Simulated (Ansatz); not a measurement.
System: bcc V. Method: HSE06 (plane waves, PAW; Ansatz, a first-principles code).

Settings: plane-wave cutoff 460 eV, 14×14×14 k mesh, Fermi–Dirac smearing 0.05 eV, no spin polarisation, scalar-relativistic PAW data made under PBE.

Pressure at four volumes; x = ln(V/13.018 Å³). One pressure is withheld.

| V (Å³/atom) | x | P (GPa) |
|---|---|---|
| 12.349 | -0.0528 | ? |
| 12.674 | -0.0268 | 5.51 |
| 13.018 | 0.0000 | -0.30 |
| 13.649 | 0.0473 | -9.16 |

Pass a parabola P(x) through the three rows shown, estimate the bulk modulus and its pressure derivative near zero pressure, and predict the withheld pressure.

Slopes between the rows: (-0.30 − (5.51))/(0.0000 − (-0.0268)) = -216.79 and (-9.16 − (-0.30))/(0.0473 − (0.0000)) = -187.32 GPa. Their difference over the span 0.0741 is c = 29.47/0.0741 = 397.7 GPa, so P(x) = 5.51 + (-216.79)(x − (-0.0268)) + 397.7 (x − (-0.0268))(x − (0.0000)). At the middle row B = −dP/dx = −[-216.79 + 397.7 × 0.0268] = 206.1 GPa, and B′ = dB/dP = 2c/B = 3.9. At x = -0.0528 the parabola gives 11.69 GPa; the run gives 11.84 GPa. The Birch–Murnaghan fit to the energies at all volumes has B0 = 207 GPa and B′ = 4.1.

Measured, for comparison: bulk modulus 161 GPa (corrected for temperature and zero-point phonon effects, sources range from 159 to 166; as tabulated in Levämäki et al. (2014), arXiv:1402.3671). Computed less measured: bulk modulus +29 % (+25 % to +30 % over the range).
